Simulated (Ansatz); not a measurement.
Geometry optimisation, RKS B3LYP/def2-SVP (Ansatz).

The input (input.yaml):

```yaml
crystal:
  periodic: [false, false, false]
  atoms:
    - { symbol: Si, position_ang: [-0.548895, -0.136947, -0.373804] }
    - { symbol: H, position_ang: [0.183019, 0.685106, 2.057463] }
    - { symbol: F, position_ang: [0.677483, -1.013562, 0.240876] }
    - { symbol: H, position_ang: [-0.144057, 1.285343, -0.360453] }
    - { symbol: H, position_ang: [-0.776768, -0.640093, -1.751567] }
    - { symbol: S, position_ang: [-2.363923, -0.32996, 0.767957] }
    - { symbol: H, position_ang: [-2.77745, -1.42807, 0.096094] }
    - { symbol: H, position_ang: [-0.501109, 0.705384, 2.271135] }
basis:
  gaussian: { orbitals: def2-SVP }
hamiltonian:
  xc: b3lyp
relax:
  f_tol: 0.03
  max_steps: 50
```

Launched with:

```bash
$ ansatz run input.yaml --threads 1 --pin off --max-ram 2048MiB --backend cpu --events-out ev --progress --plain --runs-dir out
```

Task: Where does it end, and by what steps?

Result: The run converged. The force dipped under the threshold on the way, but the program's further checks kept it going. After 31 steps the energy has fallen by 0.234 eV; H8 moved furthest, 1.88 Å.

```json
{"step": "0", "energy less start (eV)": "0.0000", "largest force component (eV/Å)": "1.691", "accepted": "yes"}
{"step": "2", "energy less start (eV)": "-0.1650", "largest force component (eV/Å)": "0.074", "accepted": "yes"}
{"step": "4", "energy less start (eV)": "-0.1893", "largest force component (eV/Å)": "0.208", "accepted": "yes"}
{"step": "6", "energy less start (eV)": "-0.1957", "largest force component (eV/Å)": "0.048", "accepted": "yes"}
{"step": "8", "energy less start (eV)": "-0.2000", "largest force component (eV/Å)": "0.115", "accepted": "yes"}
{"step": "10", "energy less start (eV)": "-0.2029", "largest force component (eV/Å)": "0.088", "accepted": "yes"}
{"step": "12", "energy less start (eV)": "-0.2067", "largest force component (eV/Å)": "0.292", "accepted": "yes"}
{"step": "14", "energy less start (eV)": "-0.2154", "largest force component (eV/Å)": "0.319", "accepted": "yes"}
{"step": "16", "energy less start (eV)": "-0.2248", "largest force component (eV/Å)": "0.083", "accepted": "yes"}
{"step": "18", "energy less start (eV)": "-0.2272", "largest force component (eV/Å)": "0.261", "accepted": "yes"}
{"step": "20", "energy less start (eV)": "-0.2307", "largest force component (eV/Å)": "0.010", "accepted": "yes"}
{"step": "22", "energy less start (eV)": "-0.2289", "largest force component (eV/Å)": "0.309", "accepted": "no"}
{"step": "24", "energy less start (eV)": "-0.2322", "largest force component (eV/Å)": "0.006", "accepted": "yes"}
{"step": "26", "energy less start (eV)": "-0.2333", "largest force component (eV/Å)": "0.100", "accepted": "yes"}
{"step": "28", "energy less start (eV)": "-0.2340", "largest force component (eV/Å)": "0.022", "accepted": "yes"}
{"step": "30", "energy less start (eV)": "-0.2342", "largest force component (eV/Å)": "0.033", "accepted": "yes"}
{"step": "31", "energy less start (eV)": "-0.2343", "largest force component (eV/Å)": "0.024", "accepted": "yes"}
```

```xyz
8
Properties=species:S:1:pos:R:3
Si -0.880 -0.093 -0.722
H 0.661 0.576 2.869
F 0.007 -0.189 0.644
H -0.768 1.286 -1.255
H -0.335 -1.122 -1.643
S -2.961 -0.410 -0.346
H -2.843 -1.747 -0.157
H 0.867 0.826 3.557
```

Whether the end is a true minimum wasn't checked by a vibrational analysis.

Run time: 2 min on 1 thread of Arm Neoverse N1 (shared host), peak memory 0.16 GiB.
